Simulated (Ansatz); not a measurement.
Born–Oppenheimer molecular dynamics of ClH6PSi (9 atoms, charge 0, multiplicity 1). It starts at the highest image of a converged band. Of that band: Neighbouring images differ by up to 3.5 eV, so the band resolves the path poorly. A vibrational analysis at the climbing image gives one clearly imaginary mode, 1205i cm⁻¹: a first-order saddle point.

The calculation used RHF/def2-SVP (Ansatz).

```json
{"ensemble": "NVE (velocity Verlet)", "time step": "0.5 fs", "steps asked": "200", "starting velocities drawn for": "300 K", "seed": "7371"}
```

First frame:

```xyz
9
Properties=species:S:1:pos:R:3
Si -0.207 0.057 -0.102
Cl 0.317 -0.924 2.380
H 0.633 1.175 0.315
H -1.021 0.477 -1.270
H 0.344 -1.254 -0.439
P -2.491 0.374 0.987
H -3.085 -0.735 0.351
H -2.675 -0.059 2.312
H -1.105 -0.423 1.395
```

**Question.** What does the run give?

**Answer.** The run went to its last step.

| Item | Value |
| --- | --- |
| steps done | 200 |
| time covered | 100 fs |
| mean temperature over the second half | 2612 K |
| spread of the potential energy over the second half | 30.3 meV per atom |
| mean potential energy of the second half above the start | -232.5 meV per atom |

The conserved energy stayed within 0.95 meV per atom of its start (net change 0.061 meV per atom), so the integration is sound. The kinetic energy rose, since the run started high on the potential surface and went downhill. It ends in pieces (ClH + H5PSi), so much of that is their flight and rotation, not heat. A run of 0.1 ps of so small a system gives no equilibrium averages. The orbitals stay closed-shell, which can raise the energy where a bond breaks towards radicals; this wasn't checked here.

**Question.** What happens to the structure?

**Answer.** Between its relaxed ends the band would form Si1–P6, Cl2–H9 and break Si1–Cl2, P6–H9. These pairs go: Si1–P6 2.55 → 2.44 Å, Cl2–H9 1.80 → 1.47 Å, Si1–Cl2 2.72 → 5.21 Å, P6–H9 1.65 → 4.77 Å. In the last frame they stand as after the step (other bonds may differ from the relaxed reactants and products). It ends as ClH + H5PSi. Pairs count as bonded within 1.25 times the sum of covalent radii (0.12 Å more for H–H). Another seed would give other details.

**Question.** How do temperature and energy run in time?

**Answer.** 
| time (fs) | T (K) | potential energy less start (eV) | conserved less start (meV/atom) |
| --- | --- | --- | --- |
| 0 | 300 | 0.000 | 0.00 |
| 3 | 192 | 0.099 | 0.16 |
| 6 | 364 | -0.057 | 0.14 |
| 9 | 771 | -0.431 | -0.46 |
| 12 | 577 | -0.247 | 0.33 |
| 15 | 1116 | -0.739 | -0.09 |
| 18 | 911 | -0.551 | 0.25 |
| 21 | 1889 | -1.444 | -0.68 |
| 24 | 1706 | -1.269 | 0.37 |
| 27 | 1970 | -1.512 | -0.10 |
| 30 | 1706 | -1.270 | 0.24 |
| 33 | 2594 | -2.083 | -0.82 |
| 36 | 2534 | -2.025 | -0.38 |
| 39 | 2140 | -1.663 | 0.13 |
| 42 | 2109 | -1.636 | 0.14 |
| 45 | 2729 | -2.205 | -0.76 |
| 48 | 2780 | -2.251 | -0.74 |
| 51 | 2271 | -1.782 | 0.13 |
| 54 | 2362 | -1.864 | 0.15 |
| 57 | 2889 | -2.346 | -0.46 |
| 60 | 3028 | -2.476 | -0.80 |
| 63 | 2366 | -1.868 | 0.20 |
| 66 | 2685 | -2.158 | -0.02 |
| 69 | 2796 | -2.257 | 0.16 |
| 72 | 3055 | -2.500 | -0.73 |
| 75 | 2191 | -1.708 | 0.32 |
| 78 | 2847 | -2.307 | -0.31 |
| 81 | 2558 | -2.036 | 0.88 |
| 84 | 2829 | -2.292 | -0.40 |
| 87 | 2101 | -1.627 | 0.29 |
| 90 | 2836 | -2.300 | -0.57 |
| 93 | 2600 | -2.077 | 0.48 |
| 96 | 2585 | -2.068 | -0.06 |
| 99 | 2209 | -1.726 | 0.21 |

Run time: 3.9 min on 1 thread of Arm Neoverse V2 (shared host), peak memory 0.15 GiB.
